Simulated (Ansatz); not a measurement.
**O2 (singlet): the correlation ladder, 6-31G**

One table from this session's results is given with a row withheld; the runs are named, their logs left out.

Computed with Ansatz 0.2.0, Gaussian basis. Level: 6-31G, core rule «outside noble gas», up to 2 orbitals frozen.

To be run: UHF; CCSD(T) on RHF; CCSD(T) on UHF; BCCD(T) on RHF; CISD; CCSDT(Q) on RHF; CCSDT(Q) on UHF; CISDTQ; CCSDTQ on RHF; CCSDTQ on UHF; CASSCF and MRCISD+Q, 12 electrons in 8 orbitals; CASSCF and NEVPT2, 12 electrons in 8 orbitals; Full CI.

13 further runs of the same task are left out: 3 that didn't finish, 10 set aside as unsound or not needed.

### The system

The geometry is a PBE0/def2-TZVP stationary point (not a proven minimum).

2 atoms, charge 0, spin multiplicity 1.

Atoms are counted from 1 here; the program's logs count them from 0.

Bond lengths: O1–O2 1.193 Å.

The first run:

The input, in.yaml:

```yaml
crystal:
  periodic: [false, false, false]
  atoms:
    - {symbol: O, position_ang: [0.000000, 0.000000, 0.000000]}
    - {symbol: O, position_ang: [0.000000, 0.000000, 1.192971]}
basis:
  gaussian: {orbitals: 6-31G}
magnetization: {spin_polarized: true, initial_magnetization: 0}
hamiltonian: {xc: hf}
output: {orbitals: {seedname: orbitals}}
```

Run with:

```
ansatz run in.yaml --threads 1 --pin off --events-out ev --progress --plain --max-ram 2393MiB
```

Among the steps run: UHF; CCSD(T) on RHF; CCSD(T) on UHF; BCCD(T) on RHF; CISD; CCSDT(Q) on RHF; CCSDT(Q) on UHF; CISDTQ; CCSDTQ on RHF; CCSDTQ on UHF; CASSCF and MRCISD+Q, 12 electrons in 8 orbitals; CASSCF and NEVPT2, 12 electrons in 8 orbitals; Full CI.

One of the session's tables, all rows but one given; the rest of the session is left out.

```
          method  from FCI (meV)
             RHF         +7599.9
            RMP2          +365.4
            CISD         +1010.9
           RCCSD          +507.2
        RCCSD(T)          +264.9
         BCCD(T)          +269.6
          RCCSDT          +132.3
          CISDTQ          +121.2
       RCCSDT(Q)               ?
         RCCSDTQ           +11.9
  CASSCF valence         +3740.8
  NEVPT2 valence          +704.0
  MRCISD valence          +190.0
MRCISD+Q valence           +51.0
             FCI               0
```

Estimate the missing values for RCCSDT(Q).

As computed: from FCI (meV): -33.9. In the column «from FCI (meV)» it is the lowest.

Left out of the table: UHF, UMP2, UCCSD, UCCSD(T), UCCSDT, UCCSDT(Q), UCCSDTQ (another determinant or state than the rows shown).

Limits of these values: The report flags that the cluster equations may have other roots. The program flags RCCSDT(Q), RCCSDTQ as in doubt, so those rows may rest on another solution; read them beside their warnings. RCCSDT(Q) falls below full CI, which methods that aren't variational can do.
